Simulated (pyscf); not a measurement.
PySCF, gas phase, ωB97X-D3(BJ)/def2-SVP geometries. Correlated levels are frozen-core, on RHF or UHF. ΔMP2 is the change of the MP2 total energy from the triple- to the quadruple-zeta basis.

How much does it cost (ΔH, 298 K, CCSD(T)/def2-TZVPP + ΔMP2(QZVPP)) to split HS–ZnH at its S–Zn bond into SH• + ZnH•?

S–Zn to SH• + ZnH•: 88.4 kcal/mol. The CCSD(T) − MP2 part came from Ansatz, without density fitting, on the same reference. The frozen core leaves the outer d or s,p core shells of the metals and heavy elements correlated in the MP2 and CC values, and def2-TZVPP describes them poorly, which can shift differences by a few kcal/mol. Left out: the spin-orbit lowering of SH. Elements up to Kr have no core potential and no relativistic terms here.
